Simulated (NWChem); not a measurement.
# PBE0/def2-SVPD run of [NH2]− (SMILES [NH2-])

Aim: the vertical ionisation energy of [NH2]− at PBE0/def2-SVPD, from 2 runs. 

Program for the calculation: NWChem 7.3.0.

## (1) The system as given

[NH2]− has 3 atoms, charge -1, and is taken as a singlet. SMILES: `[NH2-]`. The shape is that of a PBE0-D4/def2-TZVPD optimisation.

Bond lengths: N1–H2 1.027 Å, N1–H3 1.027 Å. Angles: H2–N1–H3 101.8°.

## (2) A single-point energy at PBE0/def2-SVPD

The input, h2n.nw:

```
START h2n
TITLE "H2N"
memory stack 880 mb heap 220 mb global 1100 mb
charge -1

GEOMETRY units angstrom noautosym nocenter noautoz
   N      0.342200    -0.203000     0.168700
   H      0.125500     0.801200     0.156000
   H     -0.467700    -0.598200    -0.324700
END

BASIS spherical bse
   * library def2-SVPD
END

DFT
   xc pbe0
   grid fine
   convergence energy 1e-08
   iterations 100
   mulliken
   print low
END

TASK dft
```

Command:

```
$ nwchem h2n.nw > h2n.out
```

The log of the run:

```text
[...]
 d= 0,ls=0.0,diis     1    -55.5947951306 -6.31D+01  5.43D-02  1.54D+00     0.3
[...]
 d= 0,ls=0.0,diis     8    -55.7826566564  8.24D-12  9.31D-07  1.67D-09     1.3
         Total DFT energy =      -55.782656656418
      One electron energy =      -93.343912399617
           Coulomb energy =       37.755328869109
    Exchange-Corr. energy =       -7.736926088254
 Nuclear repulsion energy =        7.542852962344
[...]
      Total Density - Mulliken Population Analysis
     ---------------------------------------------
    Atom       Charge   Shell Charges
 -----------   ------   -------------------------------------------------------
    1 N    7     7.20   1.99  1.03  0.42  0.27  2.30  1.21  0.01 -0.04
    2 H    1     1.40   0.76  0.28  0.05  0.31
    3 H    1     1.40   0.76  0.28  0.05  0.31
[...]
```

It took 1.9 s on 1 thread of Intel Xeon Platinum 8259CL at 2.50GHz (Skylake/Cascade Lake), shared host; peak memory 0.11 GiB.

## (3) Doublet neutral NH2

The input, h2n.nw:

```
start h2n
title "H2N"
memory stack 880 mb heap 220 mb global 1100 mb
charge 0

geometry noautosym nocenter noautoz
  N      0.342200    -0.203000     0.168700
  H      0.125500     0.801200     0.156000
  H     -0.467700    -0.598200    -0.324700
end

basis spherical bse
  * library def2-SVPD
end

dft
  xc pbe0
  mult 2
  grid fine
  convergence energy 1e-08
  iterations 100
  mulliken
  noprint "final vectors analysis"
end

task dft energy
```

Command:

```
$ nwchem h2n.nw > h2n.out
```

The log of the run:

```text
[...]
          Wavefunction type:  spin polarized.
          No. of atoms     :     3
          No. of electrons :     9
[...]
          Charge           :     0
          Spin multiplicity:     2
[...]
          AO basis - number of functions:    36
[...]
              XC Information
              --------------
                         PBE0 Method XC Functional
                     Hartree-Fock (Exact) Exchange  0.250
          PerdewBurkeErnzerhof Exchange Functional  0.750
            Perdew 1991 LDA Correlation Functional  1.000 local
           PerdewBurkeErnz. Correlation Functional  1.000 non-local
[...]
 d= 0,ls=0.0,diis     1    -55.7586954184 -6.33D+01  6.37D-03  3.10D-02     0.3
[...]
 d= 0,ls=0.0,diis     8    -55.7736795339 -2.25D-09  7.44D-07  2.02D-10     2.1
[...]
         Total DFT energy =      -55.773679533891
      One electron energy =      -90.071738326696
           Coulomb energy =       34.268303165380
    Exchange-Corr. energy =       -7.513097334919
 Nuclear repulsion energy =        7.542852962344
[...]
      Total Density - Mulliken Population Analysis
     ---------------------------------------------
    Atom       Charge   Shell Charges
 -----------   ------   -------------------------------------------------------
    1 N    7     7.05   1.99  1.10  0.50  0.13  2.21  1.12  0.01 -0.01
    2 H    1     0.98   0.74  0.15  0.04  0.04
    3 H    1     0.98   0.74  0.15  0.04  0.04
[...]
      <S2> =      0.7536 (Exact =     0.7500)
[...]
```

Run time: 2.6 s. Hardware: 1 thread of Intel Xeon Platinum 8259CL at 2.50GHz (Skylake/Cascade Lake), shared host; peak memory 0.11 GiB.

## (4) Outcome

At PBE0/def2-SVPD:

```
                                           quantity         value
                       singlet [NH2]−: total energy  -55.78266 Eh
                  doublet neutral NH2: total energy  -55.77368 Eh
                 doublet neutral NH2: dipole moment        1.82 D
                          doublet neutral NH2: ⟨S²⟩         0.754
vertical detachment energy (to the doublet neutral)      0.244 eV
```

In words: The vertical ionisation energy comes to 0.24 eV (23.6 kJ/mol).
